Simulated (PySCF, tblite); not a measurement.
# C2H2F−, a complex of two parts: NMR shifts, interaction energy, infrared bands, spin-spin couplings and core binding energies

The task here is to estimate one member of a computed series from the others.

Programs: tblite 0.8.0 and PySCF 2.14.0. All values are calculated, for the isolated system unless a continuum is named. Atoms count from 0, parts from 1.

## The system as given

5 atoms, charge -1, multiplicity 1; geometry: rigid parts in contact. Parts: 1 = atoms 0–3, `C#C`, charge 0; 2 = atom 4, `[F-]`, charge -1.

The first run:

The job: settings as JSON, then the geometry in Å.

```
{"job": {"kind": "dock", "xc": "GFN2-xTB", "basis": "xTB"}, "charge": -1, "multiplicity": 1, "parts": [{"atoms": "0-3", "charge": 0, "multiplicity": 1}, {"atoms": "4-4", "charge": -1, "multiplicity": 1}]}
C      0.570223     0.157936    -0.078554
C     -0.570181    -0.158112     0.078476
H      1.573004     0.435958    -0.216352
H     -1.573046    -0.435783     0.216430
F      3.539437     0.024144    -0.494226
```

Method: GFN2-xTB search for minima from random contacts, gas phase.

The run is started by

```sh
OMP_NUM_THREADS=1 python cluster_run.py task.json out
```

One launch serves the whole session: the jobs run in the order shown.

Steps of the session up to this table: Bringing the parts together with GFN2-xTB; Relaxing the molecule at PBE0-D3(BJ)/def2-TZVPD; NMR shieldings: PBE0/aug-pcSseg-2; Coupled-cluster interaction energy: CCSD(T) and MP2.

One of the session's tables, all rows but one given; the rest of the session is left out.

It belongs to the step «Coupled-cluster interaction energy: CCSD(T) and MP2». 

```
                 method  interaction energy (kcal/mol)
         HF/aug-cc-pVDZ                         -44.45
        MP2/aug-cc-pVDZ                         -40.37
       CCSD/aug-cc-pVDZ                              ?
    CCSD(T)/aug-cc-pVDZ                         -39.84
         HF/aug-cc-pVQZ                         -46.10
        MP2/aug-cc-pVQZ                         -44.27
    SCS-MP2/aug-cc-pVQZ                         -42.36
      MP2, extrapolated                         -44.65
CCSD(T), limit estimate                         -44.12
```

**Question.** Estimate the row for CCSD/aug-cc-pVDZ.

The run gave: interaction energy (kcal/mol): -39.69. In the column «interaction energy (kcal/mol)» it is the highest.

Caveats from the session: The interaction energy leaves out the deformation of the parts, 22.27 kcal/mol at MP2. So large a deformation means that a part is far from its own minimum, so a sum across the two methods would be rough.
